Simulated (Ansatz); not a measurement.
## CHMgN: where a starting geometry ends

The starting geometry of this gas-phase singlet was optimised with GFN2-xTB.

```xyz
4

C    -0.6907   -0.3093   -0.6406
Mg    0.7543    0.8442    0.4147
N    -0.0543    0.3986   -1.3192
H     1.7170    1.5511    1.4330
```

Task: Predict what it relaxes into with PBE0-D3(BJ)/def2-SVP.

Result: A bond breaks, giving a structure given below by its coordinates. Contacts that open: C1–Mg2 (2.13 → 3.11 Å).

The energy falls by 0.36 eV over 15 steps:

```
step  E − E(last) (eV)
   1             0.361
   3             0.186
   4             0.179
   6             0.163
   7             0.155
   9             0.128
  10             0.077
  12             0.001
  13             0.000
  15             0.000
```

Final geometry (Å):

```xyz
4

C    -0.9860   -0.4391   -1.4514
Mg    0.9556    1.0131    0.4982
N    -0.2488    0.1123   -0.7111
H     2.0055    1.7983    1.5522
```

The end wasn't checked by frequencies. Run with Ansatz 0.2.0, 54 s on 1 thread of AMD EPYC (Zen 3), with other jobs on the host.
